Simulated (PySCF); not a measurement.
Molecule: `FCC(Cl)(Cl)Cl`, C$_{2}$H$_{2}$Cl$_{3}$F.

Bonds (- single, = double, # triple, : aromatic): F1-C2, C2-C3, C3-Cl4, C3-Cl5, C3-Cl6. C2 carries H7, H8.

Frames of a GFN2-xTB Langevin trajectory at 300 K; GIAO PBE0/pcSseg-1 shieldings in PySCF 2.14.0 with density-fitted response routines, gas phase, non-relativistic; equivalent atoms averaged within each frame.

Chemical shifts δ = σref − σ; CFCl3 for ¹⁹F (σ = 170.95 ppm); ¹³C (σ = 186.93 ppm) and ¹H (σ = 31.72 ppm) against TMS; ³⁵Cl (σ = 949.78 ppm) against HCl, all at this level. The references are static minima.

Q: How do the shifts (ppm) fluctuate along the trajectory?

A: 
```
         time (fs)      F1     C3     C2  Cl4/Cl5/Cl6  H7/H8
optimised geometry  -218.3  120.6   94.9          444   4.88
               250  -218.3  119.7   95.3          446   5.21
               425  -227.6  112.6   98.5          423   5.03
               625  -199.8  112.5  100.9          456   5.65
               800  -220.7  125.2   92.2          504   5.28
              1000  -187.3  125.1   95.8          494   4.92
    mean of frames  -210.7  119.0   96.5          465   5.22
standard deviation    16.7    6.3    3.3           33   0.28
```

5 frames give an uncertainty of the mean of about the standard deviation over 2.2 at best, since frames this close in time may not be independent; classical motion lacks zero-point vibration, and the reference would need the same averaging.
